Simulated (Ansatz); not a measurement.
Ideal-gas functions of CH3O, SMILES `[CH2]O` radical at 298.15 K and 1 bar, from an Ansatz frequency run at PBE0-D4/def2-TZVP.

Molar mass 31.03 g/mol, point group C1 (symmetry number 1), electronic degeneracy 2, moments of inertia 2.607, 16.715, 19.162 u Å². Harmonic wavenumbers (cm⁻¹, unscaled): 415, 548, 1057, 1236, 1364, 1487, 3148, 3290, 3874.

Use S(trans) = R[1.5 ln M + 2.5 ln T − 1.1517]; rotational temperatures θ = 24.2544 K / I; S(rot) = R[ln(√π/σ · √(T³/θAθBθC)) + 1.5]; for each mode x = 1.438777 ν̃/T, S = R[x/(eˣ − 1) − ln(1 − e⁻ˣ)] and H = RT x/(eˣ − 1); 1 cm⁻¹ = 0.0119627 kJ/mol; R = 8.31446 J/(mol·K).

Question: By hand: the entropy, in J/(mol·K).

Answer: Translation 151.7. Rotation: θ = 9.3036, 1.4511, 1.2658 K, giving 76.5. Vibration, mode by mode: 3.80, 2.29, 0.31, 0.15, 0.09, 0.05, 0.00, 0.00, 0.00, in all 6.7. Electronic 5.8. Sum 240.7 J/(mol·K).

Question: By hand: H − E and G − E in kJ/mol, counted from the electronic energy.

Answer: Zero-point energy ½ × 16419 × 0.0119627 = 98.2; thermal vibration 1.4; translation, rotation and pV give 4 RT = 9.9. H − E = 109.5 kJ/mol, and G − E = 109.5 − 298.15 × 240.7/1000 = 37.7 kJ/mol.

Vibration gives 3 % of the entropy. The sum counts one conformer and one mirror image; others add a mixing term.
